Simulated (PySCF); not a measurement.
**SiO2 (silicon dioxide molecule) at B2PLYP/STO-6G**

What is the vertical ionisation energy of SiO2 (silicon dioxide molecule) at B2PLYP/STO-6G? Input form: a Python script.

The results are computed with PySCF 2.14.0.

8 further runs of the same task are left out: 1 that didn't finish, 7 set aside as unsound or not needed.

## Step 1: The system as given

SiO2 has 3 atoms, charge 0, and is taken as a singlet. SMILES: `O=[Si]=O`. The coordinates come from a GFN2-xTB relaxation.

Bond lengths: O1–Si2 1.491 Å, Si2–O3 1.491 Å. Angles: O1–Si2–O3 179.9°.

## Step 2: A single-point energy at B2PLYP/STO-6G

Contents of input.py:

```python
# O=[Si]=O
from pyscf import gto, dft, mp

mol = gto.M(
    atom=[
    ('O', (0.691230, 1.217290, 0.513740)),
    ('Si', (-0.000730, 0.000440, -0.000160)),
    ('O', (-0.690510, -1.217740, -0.513580)),
],
    verbose=4,
    spin=0,
    basis='sto-6g',
    max_memory=1860,
)

ks = dft.RKS(mol, xc='0.53*HF + 0.47*B88, 0.73*LYP')
ks.grids.level = 5
ks.conv_tol = 1e-10
ks.kernel()
if not ks.converged:
    ks = ks.newton().run(ks.mo_coeff, ks.mo_occ)

pt = mp.MP2(ks, frozen=7).run()
etot = ks.e_tot + 0.27 * pt.e_corr
print('PT2 part  %.8f' % (0.27 * pt.e_corr))
print('Final energy', etot)
```

Started as:

```console
$ OMP_NUM_THREADS=1 python input.py
```

What it wrote:

```text
PySCF version 2.14.0

[INPUT] num. atoms = 3
[INPUT] num. electrons = 30
[INPUT] charge = 0
[INPUT] spin (= nelec alpha-beta = 2S) = 0
[INPUT] symmetry False subgroup None
[INPUT] Mole.unit = angstrom
[INPUT] Symbol           X                Y                Z      unit          X                Y                Z       unit  Magmom
[INPUT]  1 O      0.691230000000   1.217290000000   0.513740000000 AA    1.306235389083   2.300344714172   0.970827899234 Bohr   0.0
[INPUT]  2 Si    -0.000730000000   0.000440000000  -0.000160000000 AA   -0.001379500071   0.000831479495  -0.000302356180 Bohr   0.0
[INPUT]  3 O     -0.690510000000  -1.217740000000  -0.513580000000 AA   -1.304874786273  -2.301195090928  -0.970525543054 Bohr   0.0

nuclear repulsion = 90.84965725506
number of shells = 11
number of NR pGTOs = 114
number of NR cGTOs = 19
basis = sto-6g
ecp = {}

******** <class 'pyscf.dft.rks.RKS'> ********
method = RKS
initial guess = minao
damping factor = 0
level_shift factor = 0
DIIS = <class 'pyscf.scf.diis.CDIIS'>
diis_start_cycle = 1
diis_space = 8
diis_damp = 0
SCF conv_tol = 1e-10
SCF conv_tol_grad = None
SCF max_cycles = 50
direct_scf = True
direct_scf_tol = 1e-13
XC library pyscf.dft.libxc version 7.0.0
    S. Lehtola, C. Steigemann, M. J.T. Oliveira, and M. A.L. Marques.,  SoftwareX 7, 1–5 (2018)
XC functionals = 0.53*HF + 0.47*B88, 0.73*LYP
    A. D. Becke.,  Phys. Rev. A 38, 3098 (1988)
    C. Lee, W. Yang, and R. G. Parr.,  Phys. Rev. B 37, 785 (1988)
    B. Miehlich, A. Savin, H. Stoll, and H. Preuss.,  Chem. Phys. Lett. 157, 200 (1989)
radial grids:
    Treutler-Ahlrichs [JCP 102, 346 (1995); DOI:10.1063/1.469408] (M4) radial grids

becke partition: Becke, JCP 88, 2547 (1988); DOI:10.1063/1.454033
pruning grids: <function nwchem_prune>
grids dens level: 5
symmetrized grids: False
atomic radii adjust function: <function treutler_atomic_radii_adjust>
small_rho_cutoff = 0
Set gradient conv threshold to 1e-05
Initial guess from minao.
tot grids = 129512
init E= -437.970468265066
  HOMO = -0.426517721637445  LUMO = -0.062503747897706  gap/eV = 9.90532
cycle= 1 E= -437.355329271544  delta_E= 0.615  |g|= 0.909  |ddm|= 2.81
  HOMO = -0.00475549570669549  LUMO = 0.233497150137505  gap/eV = 6.48318
cycle= 2 E= -437.162847228413  delta_E= 0.192  |g|= 1.22  |ddm|= 3.11
  HOMO = -0.194233290563794  LUMO = 0.163068291676345  gap/eV = 9.72267
cycle= 3 E= -437.716057444271  delta_E= -0.553  |g|= 0.0101  |ddm|= 1.71
  HOMO = -0.203805269466223  LUMO = 0.165997240780028  gap/eV = 10.06284
cycle= 4 E= -437.716104795601  delta_E= -4.74e-05  |g|= 0.00164  |ddm|= 0.0182
  HOMO = -0.203867645716337  LUMO = 0.166146896313059  gap/eV = 10.06861
cycle= 5 E= -437.716105633315  delta_E= -8.38e-07  |g|= 0.00216  |ddm|= 0.00628
  HOMO = -0.203840548260265  LUMO = 0.166167079541876  gap/eV = 10.06842
cycle= 6 E= -437.716107067509  delta_E= -1.43e-06  |g|= 0.000565  |ddm|= 0.00289
  HOMO = -0.203759997713792  LUMO = 0.166210723124917  gap/eV = 10.06742
cycle= 7 E= -437.716107209799  delta_E= -1.42e-07  |g|= 2.58e-05  |ddm|= 0.00138
  HOMO = -0.203758818897728  LUMO = 0.166209585988269  gap/eV = 10.06735
cycle= 8 E= -437.716107210299  delta_E= -5e-10  |g|= 4.62e-06  |ddm|= 0.000109
  HOMO = -0.203759326180349  LUMO = 0.166209186026083  gap/eV = 10.06736
cycle= 9 E= -437.716107210305  delta_E= -5.68e-12  |g|= 3.52e-07  |ddm|= 5.7e-06
  HOMO = -0.203759452655025  LUMO = 0.166209175814445  gap/eV = 10.06736
Extra cycle  E= -437.716107210306  delta_E= -4.55e-13  |g|= 3.91e-07  |ddm|= 1.05e-06
converged SCF energy = -437.716107210306

******** <class 'pyscf.mp.mp2.RMP2'> ********
nocc = 8, nmo = 12
frozen orbitals 7
E(RMP2) = -438.047162148699  E_corr = -0.33105493839358
E(SCS-RMP2) = -438.028713786571  E_corr = -0.31260657626566
E_corr(same-spin) = -0.0976838651615021
E_corr(oppo-spin) = -0.233371073232078
PT2 part  -0.08938483
Final energy -437.80549204367185
```

Run time: 2.9 s. Hardware: 1 thread of Arm Neoverse V1, shared host; peak memory 0.19 GiB.

## Step 3: The doublet cation

Contents of calc.py:

```python
from pyscf import gto, dft, mp

mol = gto.M(
    atom='''
O        0.691230       1.217290       0.513740
Si      -0.000730       0.000440      -0.000160
O       -0.690510      -1.217740      -0.513580
''',
    basis='sto-6g',
    charge=1,
    max_memory=1860,
    spin=1,
    verbose=4,
)

calc0 = dft.UKS(mol)
calc0.xc = '0.53*HF + 0.47*B88, 0.73*LYP'
calc0.grids.level = 5
calc0.conv_tol = 1e-10
calc0.kernel()
if not calc0.converged:
    calc0 = calc0.newton().run(calc0.mo_coeff, calc0.mo_occ)

pt = mp.MP2(calc0, frozen=7).run()
energy = calc0.e_tot + 0.27 * pt.e_corr
print('PT2 part  %.8f' % (0.27 * pt.e_corr))
print('E = %.10f Eh' % energy)
```

Started as:

```console
$ OMP_NUM_THREADS=1 python calc.py
```

What it wrote:

```text
PySCF version 2.14.0

[INPUT] num. atoms = 3
[INPUT] num. electrons = 29
[INPUT] charge = 1
[INPUT] spin (= nelec alpha-beta = 2S) = 1
[INPUT] symmetry False subgroup None
[INPUT] Mole.unit = angstrom
[INPUT] Symbol           X                Y                Z      unit          X                Y                Z       unit  Magmom
[INPUT]  1 O      0.691230000000   1.217290000000   0.513740000000 AA    1.306235389083   2.300344714172   0.970827899234 Bohr   0.0
[INPUT]  2 Si    -0.000730000000   0.000440000000  -0.000160000000 AA   -0.001379500071   0.000831479495  -0.000302356180 Bohr   0.0
[INPUT]  3 O     -0.690510000000  -1.217740000000  -0.513580000000 AA   -1.304874786273  -2.301195090928  -0.970525543054 Bohr   0.0

nuclear repulsion = 90.84965725506
number of shells = 11
number of NR pGTOs = 114
number of NR cGTOs = 19
basis = sto-6g
ecp = {}

******** <class 'pyscf.dft.uks.UKS'> ********
method = UKS
initial guess = minao
damping factor = 0
level_shift factor = 0
DIIS = <class 'pyscf.scf.diis.CDIIS'>
diis_start_cycle = 1
diis_space = 8
diis_damp = 0
SCF conv_tol = 1e-10
SCF conv_tol_grad = None
SCF max_cycles = 50
direct_scf = True
direct_scf_tol = 1e-13
number electrons alpha = 15  beta = 14
XC library pyscf.dft.libxc version 7.0.0
    S. Lehtola, C. Steigemann, M. J.T. Oliveira, and M. A.L. Marques.,  SoftwareX 7, 1–5 (2018)
XC functionals = 0.53*HF + 0.47*B88, 0.73*LYP
    A. D. Becke.,  Phys. Rev. A 38, 3098 (1988)
    C. Lee, W. Yang, and R. G. Parr.,  Phys. Rev. B 37, 785 (1988)
    B. Miehlich, A. Savin, H. Stoll, and H. Preuss.,  Chem. Phys. Lett. 157, 200 (1989)
radial grids:
    Treutler-Ahlrichs [JCP 102, 346 (1995); DOI:10.1063/1.469408] (M4) radial grids

becke partition: Becke, JCP 88, 2547 (1988); DOI:10.1063/1.454033
pruning grids: <function nwchem_prune>
grids dens level: 5
symmetrized grids: False
atomic radii adjust function: <function treutler_atomic_radii_adjust>
small_rho_cutoff = 0
Set gradient conv threshold to 1e-05
tot grids = 129512
init E= -437.970468265066
[... the frontier-level lines of each cycle are left out ...]


cycle= 1 E= -437.241320593355  delta_E= 0.729  |g|= 0.469  |ddm|= 2.06
cycle= 2 E= -437.179410116877  delta_E= 0.0619  |g|= 0.632  |ddm|= 1.65
cycle= 3 E= -437.45617218677  delta_E= -0.277  |g|= 0.039  |ddm|= 0.839
cycle= 4 E= -437.460439931838  delta_E= -0.00427  |g|= 0.0154  |ddm|= 0.141
cycle= 5 E= -437.461318672117  delta_E= -0.000879  |g|= 0.00978  |ddm|= 0.0929
cycle= 6 E= -437.461399744324  delta_E= -8.11e-05  |g|= 0.00492  |ddm|= 0.0203
cycle= 7 E= -437.461439990811  delta_E= -4.02e-05  |g|= 0.00111  |ddm|= 0.0174
cycle= 8 E= -437.461444139219  delta_E= -4.15e-06  |g|= 0.000116  |ddm|= 0.00864
cycle= 9 E= -437.461444155217  delta_E= -1.6e-08  |g|= 2.58e-05  |ddm|= 0.000282
cycle= 10 E= -437.461444157733  delta_E= -2.52e-09  |g|= 1.25e-05  |ddm|= 0.000128
cycle= 11 E= -437.461444158771  delta_E= -1.04e-09  |g|= 8.39e-06  |ddm|= 8.79e-05
cycle= 12 E= -437.461444159729  delta_E= -9.59e-10  |g|= 2.26e-06  |ddm|= 0.000162
cycle= 13 E= -437.461444159779  delta_E= -4.96e-11  |g|= 6.43e-07  |ddm|= 3.92e-05
Extra cycle  E= -437.46144415978  delta_E= -1.14e-12  |g|= 4.79e-07  |ddm|= 2.35e-06
converged SCF energy = -437.46144415978  <S^2> = 0.94268474  2S+1 = 2.1842021

******** <class 'pyscf.mp.ump2.UMP2'> ********
nocc = (np.int64(8), np.int64(7)), nmo = (12, 12)
frozen orbitals 7
E(UMP2) = -437.692410089883  E_corr = -0.23096593010313
E(SCS-UMP2) = -437.676818869723  E_corr = -0.215374709943061
E_corr(same-spin) = -0.0712896994392631
E_corr(oppo-spin) = -0.159676230663866
PT2 part  -0.06236080
E = -437.5238049609 Eh
```

Wall time 5.4 s (1 thread of Arm Neoverse V1, shared host); peak memory 0.2 GiB.

## Step 4: Summary of results

At B2PLYP/STO-6G, 7 core orbitals frozen:

```
                                                                quantity          value
                                              singlet SiO2: total energy  -437.80549 Eh
                                  singlet SiO2: dipole moment (SCF part)         0.00 D
                         singlet SiO2: HOMO energy (SCF part's orbitals)       -5.54 eV
                         singlet SiO2: LUMO energy (SCF part's orbitals)        4.52 eV
                       singlet SiO2: HOMO–LUMO gap (SCF part's orbitals)       10.07 eV
                                            doublet cation: total energy  -437.52380 Eh
doublet cation: HOMO energy (SCF part's orbitals) (highest over α and β)      -16.33 eV
 doublet cation: LUMO energy (SCF part's orbitals) (lowest over α and β)       -8.35 eV
                                                    doublet cation: ⟨S²⟩          0.943
                      vertical ionisation energy (to the doublet cation)       7.665 eV
```

**Reading.** Removing an electron at fixed nuclei costs 7.67 eV (740 kJ/mol). −ε(HOMO) before ionisation, 5.54 eV, is 2.12 eV below this ionisation energy. In a minimal basis such a difference can be off by several eV, whatever the method. Mulliken charges (singlet SiO2) run from -0.44 on O1 to +0.89 on Si2; they depend strongly on the basis. ⟨S²⟩ (doublet cation) is 0.94 where a pure doublet has 0.75: the reference is spin-contaminated. Mulliken charges (doublet cation) run from -0.15 on O3 to +1.30 on Si2; they depend strongly on the basis.
